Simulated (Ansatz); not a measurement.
**Energy profile**

The step: BNH₄ ([BH2][NH2]) + PH₃ → BPH₄ ([BH2][PH2]) + NH₃ (still joined by a long B–N bond); bonds formed: B1–P6, N2–H5; bonds broken: H5–P6; bonds weakened to dative contacts: B1–N2 (atoms numbered as in the saddle structure below).

| atom | x (Å) | y (Å) | z (Å) |
| --- | --- | --- | --- |
| B1 | 0.0505 | -0.7350 | 0.4713 |
| N2 | 1.0258 | 0.4817 | 0.6766 |
| H3 | 0.5810 | -1.7220 | 0.0272 |
| H4 | -0.6981 | -0.9258 | 1.3966 |
| H5 | 0.2361 | 1.1370 | -0.4298 |
| P6 | -0.9398 | 0.2191 | -1.0016 |
| H7 | 1.9987 | 0.2871 | 0.4782 |
| H8 | 0.9694 | 0.9233 | 1.5854 |
| H9 | -0.9270 | -0.2501 | -2.3322 |
| H10 | -2.2967 | 0.5848 | -0.8717 |

Electronic energies by CCSD(T) at an estimated basis limit (MP2 extrapolated from triple and quadruple zeta, plus CCSD(T) − MP2 in triple zeta), on PBE0-D4/def2-TZVP structures; BPNH$_{7}$, singlet; no counterpoise correction. Ansatz 0.2.0; basis: def2-TZVPP and def2-QZVPP; cores frozen in the correlated methods. Extrapolation: Hartree–Fock as exp(−7.88 √X), correlation as X^−2.97.

(1) Give the profile in eV, counted from the separated reactants. (An estimate is asked for; the value comes from the calculation.)

T1 diagnostic: at most 0.018.

Answers

(1) Computed:
```
                                                                                                             point      eV
separated: BNH$_{4}$ (linked as [BH2][NH2]; B1, N2, H3, H4, H7, H8; singlet) + PH$_{3}$ (H5, P6, H9, H10; singlet)   0.000
                                                                                                   start structure  -0.044
                                                                                                            saddle   1.587
                                                                                                     end structure   0.055
separated: BPH$_{4}$ (linked as [BH2][PH2]; B1, H3, H4, P6, H9, H10; singlet) + NH$_{3}$ (N2, H5, H7, H8; singlet)   1.178
```

For scale, one of the runs: CCSD(T)/def2-TZVPP, 202 basis functions, launched by `ansatz run in.yaml --threads 2 --pin off --events-out ev --progress --plain --max-ram 4352MiB`. Time: 55 s of wall clock on 2 CPU threads of an Arm Neoverse V1; the host was shared. Peak host memory: 2.5 GiB.
